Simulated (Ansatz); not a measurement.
Two isomers of C5H6: A = `C1=C[C@H]2C[C@@H]12`, B = `C=C1C=C1C`.

Program: Ansatz. Geometries: PBE0-D4/def2-TZVP. ΔE: electronic, gas phase. CCSD(T)/CBS adds triple-zeta CCSD(T) − MP2 to the extrapolated MP2 energy (def2 sets, frozen cores). Functionals use def2-TZVPP. B3LYP here is the variant with VWN-RPA as its local correlation; programs differ in this.

A:

Z-matrix (Å, degrees):
```
C
C 1 1.511
C 1 1.512 2 86.7
C 1 1.507 2 109.1 3 56.5
H 1 1.081 2 127.7 3 -134.5
C 2 1.337 1 93.3 3 -0.0
H 2 1.083 1 132.0 3 -170.4
H 3 1.081 1 126.1 2 -135.7
H 4 1.087 1 116.0 2 179.4
H 4 1.085 1 119.2 2 34.7
H 6 1.084 2 133.9 1 -170.1
```

B:

Z-matrix (Å, degrees):
```
C
C 1 1.466
H 1 1.094 2 109.9
H 1 1.094 2 109.8 3 -117.1
H 1 1.090 2 112.0 3 121.5
C 2 1.433 1 147.3 3 58.3
C 2 1.317 1 150.2 3 -121.9
C 6 1.327 2 152.2 1 -0.1
H 7 1.078 2 148.2 1 0.1
H 8 1.082 6 121.0 2 180.0
H 8 1.082 6 120.8 2 0.0
```

Problem. Which is lower in electronic energy at CCSD(T)/CBS, and by how much? (An estimate is asked.)

Solution. Ansatz gave: A, by 3.5 kcal/mol.

Problem. Give E(B) − E(A) in kcal/mol with B3LYP, CCSD/def2-TZVPP, CCSD(T)/def2-SVP, MP2/def2-TZVPP, B3LYP-D4, PBE-D4, LDA (SPW92). (An estimate is asked.)

Solution. Ansatz gave: B3LYP -4.7, CCSD/def2-TZVPP 3.2, CCSD(T)/def2-SVP 4.1, MP2/def2-TZVPP 5.5, B3LYP-D4 -4.0, PBE-D4 0.3, LDA (SPW92) 5.2. The order is the other way round with B3LYP, B3LYP-D4.

Problem. Does the order hold for the free energy at 298.15 K (harmonic terms from PBE0-D4)? (Estimate.)

Solution. Computed: Yes: G(B) − G(A) = +0.6 kcal/mol.

Largest T1 diagnostic: 0.012.

From BLYP to BHLYP (50 % exact exchange), in def2-TZVPP and without D4, E(B) − E(A) moves by +3.7 kcal/mol. In def2-TZVPP, CCSD(T) changes the Hartree–Fock value by +10.0 kcal/mol (the triples alone add +0.7 kcal/mol) and MP2 by +11.6 kcal/mol.
